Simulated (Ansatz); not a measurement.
Geometry optimisation, RKS CAM-B3LYP-D4/STO-3G (Ansatz 0.2.0).

input.yaml

```yaml
crystal:
  periodic: [false, false, false]
  atoms:
    - { symbol: Si, position_ang: [0.0178, -0.1075, -2.1132] }
    - { symbol: H, position_ang: [-0.3476, -0.5013, -3.4752] }
    - { symbol: H, position_ang: [1.477, -0.106, -1.9939] }
    - { symbol: H, position_ang: [-0.53, -1.0894, -1.178] }
    - { symbol: H, position_ang: [-0.5024, 1.2231, -1.8213] }
    - { symbol: C, position_ang: [0.0112, 0.0706, 2.1567] }
    - { symbol: F, position_ang: [-0.6513, 0.9598, 1.3637] }
    - { symbol: H, position_ang: [1.0398, 0.0003, 1.8016] }
    - { symbol: H, position_ang: [-0.4916, -0.8938, 2.0791] }
    - { symbol: H, position_ang: [-0.023, 0.4441, 3.1805] }
basis:
  gaussian: { orbitals: STO-3G }
hamiltonian:
  xc: cam_b3lyp
  dispersion: d4
relax:
  f_tol: 0.02
  max_steps: 40
output:
  orbitals: {}
```

Launched with:

```bash
$ ansatz run input.yaml --threads 1 --pin off --max-ram 2048MiB --backend cpu --events-out ev --progress --plain --runs-dir out
```

Question: Where does it end, and by what steps?

Answer: It converged. Limits of this set-up: minimal basis. After 10 steps the energy has fallen by 0.225 eV; H3 moved furthest, 0.79 Å.

```tsv
step	energy less start (eV)	largest force component (eV/Å)	accepted
0	0.0000	1.779	yes
1	-0.1742	0.115	yes
2	-0.1782	0.039	yes
3	-0.1781	0.205	no
4	-0.1818	0.056	yes
5	-0.1865	0.091	yes
6	-0.1956	0.223	yes
7	-0.2097	0.414	yes
8	-0.2138	0.487	yes
9	-0.2249	0.040	yes
10	-0.2253	0.010	yes
```

```xyz
10
Properties=species:S:1:pos:R:3
Si -0.113 -0.049 -1.740
H -0.061 -0.532 -3.094
H 1.238 0.076 -1.268
H -0.839 -1.013 -0.961
H -0.781 1.222 -1.751
C 0.122 0.032 1.796
F -0.237 0.893 0.745
H 1.215 -0.167 1.788
H -0.405 -0.942 1.706
H -0.141 0.479 2.778
```

Whether the end is a true minimum wasn't checked by a vibrational analysis.

Time of the run: 38 s on 1 thread of AMD EPYC (Zen 3) (shared host), peak memory 0.13 GiB.
